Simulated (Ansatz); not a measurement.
Input file:

```yaml
crystal:
  periodic: [false, false, false]
  atoms:
    - {symbol: N, position_ang: [0.000000, 0.000000, -1.389100]}
    - {symbol: C, position_ang: [0.000000, 0.000000, -0.226600]}
    - {symbol: Si, position_ang: [0.000000, 0.000000, 1.615700]}
basis:
  gaussian: {orbitals: cc-pVDZ}
magnetization: {spin_polarized: false, initial_magnetization: 3}
correlation: {method: ccsdt_q, electrons: outside_noble_gas}
```

```sh
$ ansatz run in.yaml --threads 1 --pin off --events-out ev --progress --plain --max-ram 2393MiB
```

Output:

```
832 factors; integrals over basis functions are off by at most 2.0e-7 eV
mean field evaluation 1: about -10365.5566 eV, gradient 2.8e1 eV
mean field evaluation 2: about -10365.5619 eV, gradient 2.8e1 eV
mean field evaluation 4: about -10369.7892 eV, gradient 9.6e0 eV
mean field evaluation 8: about -10371.1091 eV, gradient 1.0e-1 eV
mean field evaluation 16: about -10369.7829 eV, gradient 9.6e0 eV
mean field evaluation 32: about -10369.0012 eV, gradient 2.1e-1 eV
mean field evaluation 64: about -10363.1124 eV, gradient 4.3e-1 eV
mean field evaluation 96: about -10364.2344 eV, gradient 3.4e-2 eV
mean field evaluation 128: about -10369.0018 eV, gradient 4.4e-4 eV
mean field evaluation 160: about -10365.2786 eV, gradient 1.8e-1 eV
...
cycle  13  -9.40434553 eV  change   -3.6e-4 eV  update   1.5e-4
cycle  14  -9.40419244 eV  change    1.5e-4 eV  update   7.5e-5
cycle  15  -9.40416802 eV  change    2.4e-5 eV  update   4.9e-5
cycle  16  -9.40419884 eV  change   -3.1e-5 eV  update   2.6e-5
cycle  17  -9.40421922 eV  change   -2.0e-5 eV  update   1.7e-5
cycle  18  -9.40421825 eV  change    9.7e-7 eV  update   1.0e-5
cycle  19  -9.40422426 eV  change   -6.0e-6 eV  update   5.7e-6
cycle  20  -9.40422702 eV  change   -2.8e-6 eV  update   3.0e-6
cycle  21  -9.40422316 eV  change    3.9e-6 eV  update   1.5e-6
cycle  22  -9.40422189 eV  change    1.3e-6 eV  update   7.4e-7
perturbative correction -0.05220529 eV, -0.0019185091 hartree
Total energy: -10380.56569567 eV, -381.4787531159 hartree
```

Ran on 1 thread of Arm Neoverse V1, shared host: 44 s wall, 0.58 GiB peak host memory.
